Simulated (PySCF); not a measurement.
Gas-phase reaction: 3 SiF(OH)3 ⇌ 2 H3SiOH + SiF3OH + 2 O3

Energies from PySCF, thermal terms from the rigid-rotor harmonic-oscillator model, ideal gas at 1 bar. † marks an energy on the PBE0/def2-TZVP geometry and frequencies; other levels use their own. MP2 freezes the core. All species are closed-shell singlets. SiF(OH)3, H3SiOH, SiF3OH: computed as isolated molecules; such fragments, hydroxides, amides, oligomers or adducts are transient or little studied in the gas. MP2 isn't extrapolated to the basis-set limit. Strong static correlation: O3. Warning, point group unlike the PBE0 one: SiF(OH)3 (PBE/def2-SVP).

| level | ΔH°(298 K), kJ |
|---|---|
| M06-2X/def2-TZVP† | (withheld) |
| MP2/def2-TZVPP† | 2412 |
| PBE/def2-SVP | 2035 |
| PBE0/def2-TZVP | (withheld) |
| r2SCAN/def2-TZVP† | 2327 |

Q: What belongs in the gaps?

A: 
- M06-2X/def2-TZVP†, ΔH°(298 K), kJ: 2553
- PBE0/def2-TZVP, ΔH°(298 K), kJ: 2350
